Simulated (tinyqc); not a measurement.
Worked calculation: Hueckel theory of the pi electrons, for the molecule c1cc[nH]c1 (SMILES; centres numbered as the heavy atoms are written). One step of it, computed by the program tinyqc.

Question. Energy, charges, bond orders. E = sum n x; q_r = z_r - P_rr; bond order p = P_rs; free valence = sqrt(3) - sum of p over the bonds of the atom.

x values: 2.324939  1.209214  0.618034  -0.984154  -1.618034

occupations: 2.000000  2.000000  2.000000  0.000000  0.000000

charge and bond-order matrix P, lower triangle:
```
           1C         2C         3C        4N        5C
1C   1.100424
2C   0.547637   1.100424
3C  -0.098063   0.796364   1.030839
4N  -0.214934  -0.214934   0.426461  1.737475
5C   0.796364  -0.098063  -0.416375  0.426461  1.030839
```

Centres:

| centre | z_r, pi electrons of the neutral centre | h |
|---|---|---|
| 1C | 1 | 0.000000 |
| 2C | 1 | 0.000000 |
| 3C | 1 | 0.000000 |
| 4N | 2 | 1.550000 |
| 5C | 1 | 0.000000 |

Bonds:

| i | j | k |
|---|---|---|
| 1 | 2 | 1 |
| 2 | 3 | 1 |
| 3 | 4 | 0.780000 |
| 4 | 5 | 0.780000 |
| 5 | 1 | 1 |

Give: pi energy = 6 alpha + this times beta; pi charges; Bond orders and lengths from R = 1.517 - 0.180 p; free valence of the carbons; gap between the highest filled and the next level.

Answer.

pi energy = 6 alpha + this times beta = 8.3044

pi charges: 1C -0.1004, 2C -0.1004, 3C -0.0308, 4N 0.2625, 5C -0.0308

Bond orders and lengths from R = 1.517 - 0.180 p (angstrom, C-C alone):

| bond | p | R |
|---|---|---|
| 1-2 | 0.5476 | 1.4184 |
| 2-3 | 0.7964 | 1.3737 |
| 3-4 | 0.4265 | - |
| 4-5 | 0.4265 | - |
| 5-1 | 0.7964 | 1.3737 |

free valence of the carbons: 1C 0.3880, 2C 0.3880, 3C 0.5092, 5C 0.5092

gap between the highest filled and the next level = 1.6022 |beta|
